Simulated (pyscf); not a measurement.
Elementary routes open to `[OH][Si][OH]` [singlet] in the gas phase (singlet surface):
A. `[OH2]` + `[O]=[Si]` [singlet] (O–Si, H–O broken; H–O formed)
B. `[O]=[SiH][OH]` (H–O broken; H–Si formed)

PySCF, gas phase, ωB97X-D3(BJ)/def2-SVP geometries. Correlated levels are frozen-core, on RHF or UHF. ΔMP2 is the change of the MP2 total energy from the triple- to the quadruple-zeta basis.

**Question.** Rank the routes by free-energy barrier at 900 K, lowest first, for CCSD(T)/def2-TZVPP + ΔMP2(QZVPP) energies (ideal gas, 1 atm, RRHO with modes under 100 cm⁻¹ raised to 100, one conformer, R ln 2 for chiral ones without a mode under 150 cm⁻¹).

**Answer.** A (1.76 eV), B (2.46 eV)

Route A is the fastest of these, ahead of the next by 0.70 eV. The most stable products are those of B (ΔG = +0.34 eV), whose barrier is 0.70 eV higher: the kinetic and the thermodynamic product differ. At 298 K A is still the fastest. A: On the product side the descent ends in a bound adduct, 0.38 eV under the separated species and 0.35 eV under the saddle at ωB97X-D3(BJ)/def2-TZVP. Only these routes are compared; each barrier is that of the saddle found, and lower ones may exist. The CCSD(T) − MP2 part came from Ansatz, without density fitting, on the same reference.
